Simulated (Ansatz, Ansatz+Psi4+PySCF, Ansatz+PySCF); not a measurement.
```yaml
atoms:
  - { symbol: C, position_ang: [0.0059, -0.5912, 0.0259] }
  - { symbol: O, position_ang: [-0.0062, 0.7836, -0.0253] }
  - { symbol: H, position_ang: [1.0538, -0.8446, 0.0177] }
  - { symbol: H, position_ang: [-0.4722, -1.0337, 0.8993] }
  - { symbol: H, position_ang: [-0.4910, -1.0219, -0.9090] }
```

Basis set: cc-pVTZ (spherical functions). Correlated methods keep 2 orbitals frozen. Correlation on ROHF uses semicanonical orbitals with singles. Charge 0, multiplicity 2.

Computed with Ansatz (development build ahead of 0.2.0); each method stands on the lowest determinant of its kind that the runs found.

The atomization energy at this shape (free ground-state atoms in the same class of orbitals less the molecule, no zero-point energy) of doublet CH3O:

| method | atomization energy |
| --- | --- |
| ROHF | 1225.1 kJ/mol |

Q: What does ROHF-MP2 give?

A: 1627.2 kJ/mol.
